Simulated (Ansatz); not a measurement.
Geometry optimisation, UKS PBE0/def2-SVP in Ansatz.

input.yaml

```yaml
crystal:
  periodic: [false, false, false]
  atoms:
    - { symbol: S, position_ang: [-0.9484, 0.8485, -1.1682] }
    - { symbol: C, position_ang: [-0.1802, -0.0455, -0.1194] }
    - { symbol: C, position_ang: [-0.084, -1.1812, 0.4792] }
    - { symbol: O, position_ang: [0.9458, 0.04, 0.6622] }
    - { symbol: H, position_ang: [-0.2403, 1.9908, -1.1077] }
    - { symbol: H, position_ang: [-1.10491, 0.04072, -0.68999] }
magnetization:
  spin_polarized: true
basis:
  gaussian: { orbitals: def2-SVP }
hamiltonian:
  xc: pbe0
relax:
  f_tol: 0.02
  max_steps: 50
```

Launched with:

```bash
$ ansatz run input.yaml --threads 2 --pin off --max-ram 3072MiB --backend cpu --events-out ev --progress --plain --runs-dir out
```

Problem. Where does it end, and by what steps?

Solution. The forces met the threshold. After 14 steps the energy has fallen by 9.840 eV; H6 moved furthest, 1.01 Å. The start is strongly strained (largest force component 29 eV/Å), so its close contacts needn't be bonds. Parted: C2–H6.

| step | energy less start (eV) | largest force component (eV/Å) | accepted |
| --- | --- | --- | --- |
| 0 | 0.0000 | 28.903 | yes |
| 1 | -5.8775 | 9.447 | yes |
| 2 | -8.0386 | 3.154 | yes |
| 3 | -8.8699 | 2.148 | yes |
| 4 | -9.4221 | 1.146 | yes |
| 5 | -9.6084 | 0.413 | yes |
| 6 | -9.6762 | 0.496 | yes |
| 7 | -9.7716 | 0.713 | yes |
| 8 | -9.7988 | 0.728 | yes |
| 9 | -9.8162 | 0.588 | yes |
| 10 | -9.8337 | 0.443 | yes |
| 11 | -9.8383 | 0.149 | yes |
| 12 | -9.8399 | 0.037 | yes |
| 13 | -9.8401 | 0.032 | yes |
| 14 | -9.8402 | 0.017 | yes |

```xyz
6
Properties=species:S:1:pos:R:3
S -0.858 0.832 -1.236
C -0.034 -0.058 -0.020
C 0.117 -1.108 0.837
O 1.092 0.171 0.579
H -0.005 2.053 -0.871
H -1.924 -0.196 -1.233
```

Run time: 39 s on 2 threads of Arm Neoverse V1, on a shared host, peak memory 0.19 GiB.
